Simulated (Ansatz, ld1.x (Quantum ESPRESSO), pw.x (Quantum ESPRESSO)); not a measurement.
## Equation-of-state test of one TM potential (Mo (Z = 42))

molybdenum (Mo), norm-conserving Troullier–Martins (Kleinman–Bylander form), made with ld1.x (Quantum ESPRESSO) 7.5 (PBE, scalar-relativistic). Core [Kr], reference 4d5 5s1 5p0. Waves: 5s (bound): rc 2.45 bohr; 5p (bound, empty): rc 3.65 bohr; 4d (bound): rc 2.60 bohr. Local part: all-electron potential smoothed inside 2.70 bohr (lloc = -1). Core correction: none.

Crystal test: bcc Mo in pw.x 7.5, no spin, 15³ k-points, Fermi–Dirac smearing 0.01 Ry, cutoffs 45/180 Ry. The lattice is a test structure that the element need not adopt, and mesh and smearing are coarse.

pw.x input:

```
&control
  calculation='scf', prefix='x', pseudo_dir='./', outdir='./tmp', tstress=.true., disk_io='none'
/
&system
  ibrav=0, nat=1, ntyp=1, ecutwfc=45, ecutrho=180, nbnd=10,
  occupations='smearing', smearing='fd', degauss=0.01
/
&electrons
  conv_thr=1e-09, mixing_beta=0.4, electron_maxstep=70
/
ATOMIC_SPECIES
Mo 1.0 Mo.UPF
CELL_PARAMETERS angstrom
  -1.58082582 1.58082582 1.58082582
  1.58082582 -1.58082582 1.58082582
  1.58082582 1.58082582 -1.58082582
ATOMIC_POSITIONS crystal
Mo 0.0000 0.0000 0.0000
K_POINTS automatic
15 15 15 0 0 0
```

```bash
pw.x < Mo.scf.in > Mo.scf.out
```

**Question.** How does the run end?

**Answer.** It converges; the pressure is 0.41 GPa against -0.00 GPa from all-electron LAPW. The largest radius (3.65 bohr) exceeds half the bond length (2.59 bohr), so the spheres overlap, which is one possible source of error among others. The logarithmic derivative shows an extra or strongly shifted pseudo pole above the reference energy (s near 0.60 Ry). The log shows:

```
     number of k points=   120  Fermi-Dirac smearing, width (Ry)=  0.0100
     iteration #  1     ecut=    45.00 Ry     beta= 0.40
     total energy              =     -16.04579467 Ry
     estimated scf accuracy    <       0.13810104 Ry
     iteration #  2     ecut=    45.00 Ry     beta= 0.40
     total energy              =     -16.04323968 Ry
     estimated scf accuracy    <       0.02219352 Ry
     iteration #  3     ecut=    45.00 Ry     beta= 0.40
     total energy              =     -16.04702560 Ry
     estimated scf accuracy    <       0.00043622 Ry
     iteration #  4     ecut=    45.00 Ry     beta= 0.40
     total energy              =     -16.04711086 Ry
     estimated scf accuracy    <       0.00013673 Ry
     iteration #  5     ecut=    45.00 Ry     beta= 0.40
     total energy              =     -16.04713218 Ry
     estimated scf accuracy    <       0.00000075 Ry
     iteration #  6     ecut=    45.00 Ry     beta= 0.40
     total energy              =     -16.04713422 Ry
     estimated scf accuracy    <       0.00000063 Ry
     iteration #  7     ecut=    45.00 Ry     beta= 0.40
     total energy              =     -16.04713452 Ry
     estimated scf accuracy    <          1.3E-09 Ry
     iteration #  8     ecut=    45.00 Ry     beta= 0.40
     total energy              =     -16.04713452 Ry
     estimated scf accuracy    <          1.3E-09 Ry
     iteration #  9     ecut=    45.00 Ry     beta= 0.40
     the Fermi energy is    14.0638 ev
!    total energy              =     -16.04713452 Ry
     estimated scf accuracy    <          2.8E-10 Ry
     smearing contrib. (-TS)   =      -0.00290968 Ry
     The total energy is F=E-TS. E is the sum of the following terms:
     one-electron contribution =       9.72237267 Ry
     hartree contribution      =       0.33348182 Ry
     xc contribution           =      -4.17205351 Ry
     ewald contribution        =     -21.92802583 Ry
     convergence has been achieved in   9 iterations
          total   stress  (Ry/bohr**3)                   (kbar)     P=        4.06
     Message from routine punch:
     Nothing written, as per user request (disk_io='none')
```
